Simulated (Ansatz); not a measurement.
Mulliken charges of C₃H₂O₃ (`O=c1occo1`) from PBE/def2-TZVPP in Ansatz (PBE0-D4/def2-TZVP geometry).

```tsv
atom	x (Å)	y (Å)	z (Å)	charge (e)
O1	-0.915	-0.364	2.266	-0.218
C2	-0.473	-0.193	1.182	0.260
O3	-0.934	-0.756	0.032	-0.149
C4	-0.146	-0.299	-0.993	-0.019
C5	0.769	0.516	-0.492	-0.019
O6	0.586	0.599	0.864	-0.149
H7	-0.366	-0.643	-1.988	0.147
H8	1.572	1.084	-0.926	0.147
```

**Question.** By hand: the dipole of these point charges (1 e Å = 4.8032 D).

**Answer.** Σ q r = (0.294, 0.113, -0.720) e Å, of length 0.786 e Å = 3.78 D.

**Question.** How does the dipole of the full density compare? (Estimate.)

**Answer.** The calculation gave: (0.342, 0.132, -0.839) e Å, 4.40 D; the point charges give 0.86 times that, at 0° from its direction.

Point charges leave out the atoms' own dipoles, such as those of lone pairs, and Mulliken's split depends on the basis, so the close match here is no proof of good charges.
